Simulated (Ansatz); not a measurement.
# Hafnium, hcp: convergence with Fermi-Dirac smearing

Computed with Ansatz, r²SCAN, scalar-relativistic PAW, on the relaxed cell (a = 3.199 Å, c = 5.051 Å (c/a = 1.579); spin not included). Errors count from a run at 500 eV on a Γ-centred 19×19×10 mesh with Fermi-Dirac smearing of 0.1 eV, extrapolated to zero width. Fixed here: cutoff 500 eV, mesh 11×11×6. The SCF starts from atomic densities corrected by a trained network.

```tsv
width (eV)	E(σ→0) error (meV/atom)	F error (meV/atom)	P (GPa)	SCF iterations
0.01	-0.7	-0.8	0.04	6
0.03	-0.8	-1.8	0.06	7
0.1	-0.4	-12.3	-0.01	7
0.2	5.7	-52.2	0.22	7
0.6	34.6	-604.5	3.87	8
1.0	-58.7	-1697.7	9.06	7
```

Question: What does the run at 0.3 give (width)?

Answer: E(σ→0) error (meV/atom): 17.9; F error (meV/atom): -130.3; P (GPa): 0.82; SCF iterations: 7.
